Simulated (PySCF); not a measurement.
**Relaxation of quartet Na₃**

All numbers come from PySCF, UPBE0, basis Na def2-TZVP (no relativity, density fitting). A (50,194) grid was used.

A hand-made linear chain start, of D∞h symmetry, held to at least that symmetry:

```xyz
3
charge 0 multiplicity 4, angstrom
Na    0.0000    0.0000    0.0000
Na    0.0000    0.0000    3.1806
Na    0.0000    0.0000   -3.1806
```

Q: What does it relax to?

A: It ends at D∞h with no bonded pair (after a last refinement on a finer grid). The molecule has come apart into Na + Na + Na. A frequency run shows a minimum.

Q: How much energy is released, and in how many steps?

A: 44.6 kJ/mol in 8 steps.

At this level a doublet minimum of C2v symmetry lies 96 kJ/mol below this structure.

The relaxation took 7.2 s on 4 threads of a shared Arm Neoverse V2 host, with 96 basis functions and 9 gradients; the process peaked at 0.51 GiB. Launch command: `OMP_NUM_THREADS=4 python axn.py task.json out`.
